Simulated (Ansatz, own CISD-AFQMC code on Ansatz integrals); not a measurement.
C3H6, SMILES `C1CC1` (charge 0, multiplicity 1).

Cartesian coordinates (Å):
```xyz
9

C      0.8543     0.0375     0.1253
C     -0.4794     0.7153     0.0740
C     -0.3749    -0.7528    -0.1992
H      1.3128    -0.1103     1.0951
H      1.5570     0.2364    -0.6742
H     -0.9274     1.0281     1.0088
H     -0.6832     1.3747    -0.7604
H     -0.5075    -1.0911    -1.2193
H     -0.7518    -1.4377     0.5500
```
Charge 0, spin multiplicity 1.

Frozen-core correlation energies in cc-pVDZ at a geometry from PBE0-D3(BJ)/def2-TZVP, on an HF energy of -117.06728 Ha (<S^2> = 0.00). Wave-function levels are from Ansatz, the walk from an own CISD-AFQMC code on Ansatz integrals (time step 0.005/Ha, trial state from CCSD amplitudes, largest double 0.04).

| level | correlation energy (mHa) |
|---|---|
| MP2 | -423.0 |
| CCSD | -461.7 |
| CCSD(T) | -475.5 |

**Question.** What correlation energy does phaseless AFQMC give, and where does it lie among these levels?

**Answer.** -476.3 ± 0.4 mHa (one standard error). AFQMC minus each level: MP2 -53.3 mHa, CCSD -14.6 mHa, CCSD(T) -0.8 mHa.
